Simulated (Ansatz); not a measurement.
# AlPH+ (triplet): wave-function methods side by side, cc-pVDZ

The task here is to estimate one member of a computed series from the others.

The runs use Ansatz 0.2.0, Gaussian basis; cc-pVDZ, core rule «outside noble gas», up to 10 orbitals frozen.

To be run: UHF; CCSD(T) on ROHF; CCSD(T) on UHF; BCCD(T) on ROHF; CISD; CCSDT(Q) on ROHF; CCSDT(Q) on UHF; CCSDTQ on ROHF; CCSDTQ on UHF.

15 further runs of the same task are left out: 10 for a known fault of the program, 5 set aside as unsound or not needed.

## The geometry

The geometry is a PBE0/def2-TZVP stationary point (not a proven minimum) of the parent state, kept for this charge and spin.

3 atoms, charge 1, spin multiplicity 3.

Atoms are counted from 1 here; the program's logs count them from 0.

Bond lengths: Al1–P2 2.386 Å, Al1–H3 1.614 Å. Angles: P2–Al1–H3 114.3°.

Coordinates:

```xyz
3
AlHP
Al    0.0000   -0.1077    1.2377
P     0.0000    0.0510   -1.1432
H     0.0000    1.3154    1.9991
```

The first run:

Contents of in.yaml:

```yaml
crystal:
  periodic: [false, false, false]
  atoms:
    - {symbol: Al, position_ang: [0.000000, -0.107696, 1.237712]}
    - {symbol: P, position_ang: [0.000000, 0.051009, -1.143237]}
    - {symbol: H, position_ang: [0.000000, 1.315423, 1.999097]}
basis:
  gaussian: {orbitals: cc-pVDZ}
total_charge: 1
magnetization: {spin_polarized: true, initial_magnetization: 2}
hamiltonian: {xc: hf}
output: {orbitals: {seedname: orbitals}}
```

Command:

```
$ ansatz run in.yaml --threads 1 --pin off --events-out ev --progress --plain --max-ram 4096MiB --backend cpu
```

Among the steps run: UHF; CCSD(T) on ROHF; CCSD(T) on UHF; BCCD(T) on ROHF; CISD; CCSDT(Q) on ROHF; CCSDT(Q) on UHF; CCSDTQ on ROHF; CCSDTQ on UHF.

One table of the session follows, with a row left open; its other results are not shown here.

It belongs to the step «Misses and costs». 

| method | from UCCSDTQ (meV) |
| --- | --- |
| ROHF | +4519.6 |
| UHF | +4285.1 |
| RMP2 | +1116.4 |
| UMP2 | +1212.4 |
| CISD | +483.2 |
| RCCSD | +217.2 |
| UCCSD | +209.5 |
| RCCSD(T) | ? |
| UCCSD(T) | +69.5 |
| BCCD(T) | +60.4 |
| RCCSDT | +13.2 |
| UCCSDT | +12.1 |
| RCCSDT(Q) | +1.5 |
| UCCSDT(Q) | +0.1 |
| RCCSDTQ | +0.1 |
| UCCSDTQ | 0 |

**Question.** Estimate the row for RCCSD(T).

As computed: from UCCSDTQ (meV): +58.5. In the column «from UCCSDTQ (meV)» it lies between RCCSDT (+13.2) and BCCD(T) (+60.4).

Caveats from the session: Restricted and unrestricted rows rest on different reference determinants; where their highest levels disagree by more than a few hundredths of an eV, they describe different states and don't form one ladder.
